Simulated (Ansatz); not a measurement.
Elements on the sites of an ideal fcc lattice, at a guessed lattice constant:

```yaml
crystal:
  lattice:
    - [-3.89410, 3.89410, -3.89410]
    - [3.89410, 3.89410, 3.89410]
    - [3.89410, -3.89410, -3.89410]
  atoms:
    - { symbol: Cu, position: [0.25000, 0.00000, 0.75000] }
    - { symbol: Cu, position: [0.50000, 0.00000, 0.50000] }
    - { symbol: Cu, position: [0.25000, 0.25000, 0.50000] }
    - { symbol: Cu, position: [0.50000, 0.25000, 0.25000] }
    - { symbol: Nb, position: [0.50000, 0.75000, 0.75000] }
    - { symbol: Nb, position: [0.25000, 0.75000, 0.00000] }
    - { symbol: Rh, position: [0.00000, 0.25000, 0.75000] }
    - { symbol: Rh, position: [0.75000, 0.50000, 0.75000] }
    - { symbol: Rh, position: [0.00000, 0.50000, 0.50000] }
    - { symbol: Rh, position: [0.75000, 0.00000, 0.25000] }
    - { symbol: Rh, position: [0.00000, 0.00000, 0.00000] }
    - { symbol: Rh, position: [0.25000, 0.50000, 0.25000] }
    - { symbol: Rh, position: [0.75000, 0.25000, 0.00000] }
    - { symbol: Au, position: [0.75000, 0.75000, 0.50000] }
    - { symbol: Au, position: [0.00000, 0.75000, 0.25000] }
    - { symbol: Au, position: [0.50000, 0.50000, 0.00000] }
```

Cell and atoms were relaxed without symmetry on coarser meshes and computed once more. Theory: Ansatz 0.2.0, DFT PBEsol, scalar-relativistic, plane waves, PAW.

Settings: cutoff 420 eV, Γ-centred mesh 6×6×6 on the computed 16-atom cell, Gaussian smearing of 0.10 eV; no spin polarisation.

The relaxation ran on 3×3×3 k points with a smearing of 0.1 eV, from sites shaken by 0.02 Å.

**Question.** What does the relaxation give?

**Answer.** A volume of 14.20 Å³/atom and no gap on the mesh. It lies 0.09 eV/atom below the elements' standard states (static lattices, no corrections for gases). The atoms leave their sites by 0.10 Å (root mean square) and 0.17 Å at most, and the cell stretches by up to 2.7 % at fixed volume.

```xyz
16
Lattice="-3.9811 3.8847 -3.7489 3.8859 3.8494 3.8088 3.9369 -3.9447 -3.7646" Properties=species:S:1:pos:R:3 pbc="T T T"
Cu    2.0133   -2.0021   -3.7979
Cu    0.0048    0.0728   -3.7066
Cu    1.9372   -0.0957   -1.8409
Cu   -0.0203    1.9323   -1.8868
Nb    3.8118    1.9958   -1.8450
Nb    5.8741   -0.1957   -1.8051
Rh   -0.0328    1.8597   -5.5915
Rh    1.9014    1.8407   -3.6960
Rh    3.8957   -0.0254   -0.1206
Rh   -1.9497    1.8797   -3.6006
Rh    0.0140    0.0592   -0.0646
Rh    1.9566    1.8512    0.0121
Rh    1.7779   -0.0856   -5.5773
Au    1.8641    3.8380   -1.8583
Au    3.9704    1.9512    1.8364
Au    3.7898   -0.1252   -3.7163
```

The final mesh leaves forces up to 0.05 eV/Å and stresses up to 0.3 GPa: the relaxation ran on a coarser mesh, so the cell's shape, its bonds and its energy belong partly to that mesh.

Spin-orbit coupling is left out, which matters for the bands of heavy elements.

Cost: 2 runs of about 48 core-minutes in all (earlier runs that led there not counted), on Arm Neoverse N1 (shared hosts).